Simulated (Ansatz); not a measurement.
**NiSb (P6_3/mmc)**

Level of theory: Ansatz, DFT PBEsol, scalar-relativistic, plane waves, PAW.

Cutoff 420 eV; k points 12×12×8 on the computed 4-atom cell (Γ-centred); Gaussian smearing, width 0.10 eV; no spin polarisation.

The structure is relaxed at this level of theory with its symmetry kept. Whether it is the stable form of this composition wasn't checked.

```cif
data_structure
_symmetry_space_group_name_H-M 'P6_3/mmc'
_symmetry_Int_Tables_number 194
_cell_length_a 3.9160
_cell_length_b 3.9160
_cell_length_c 5.0703
_cell_angle_alpha 90.000
_cell_angle_beta 90.000
_cell_angle_gamma 120.000
_cell_volume 67.34
loop_
_atom_site_label
_atom_site_type_symbol
_atom_site_symmetry_multiplicity
_atom_site_Wyckoff_symbol
_atom_site_fract_x
_atom_site_fract_y
_atom_site_fract_z
_atom_site_occupancy
Ni1 Ni 2 a 0.00000 0.00000 0.00000 1
Sb1 Sb 2 c 0.33333 0.66667 0.25000 1
```

| Property | Result |
| --- | --- |
| Space group | P6_3/mmc (No. 194) |
| Volume per atom | 16.83 Å³ |
| Formation energy from the elements' standard states (uncorrected) | -0.311 eV/atom |
| Kohn–Sham band gap | none (metal) |
| Density of states at the Fermi level | 1.96 states/eV per cell |
| Löwdin character within 0.5 eV of the Fermi level | Ni 3d 50 %, Sb 5p 36 %, Sb 5s 8 % |
| Bulk modulus | 131 GPa |
| Its pressure derivative | 4.8 |
| Bader charges (e) | Ni (2 in the cell) -0.27, Sb (2 in the cell) 0.27 |

Spin-orbit coupling is left out, which matters for the bands of heavy elements.

A ferromagnetic start lost its moments in a first run, so spin was left out; other magnetic orders weren't tried.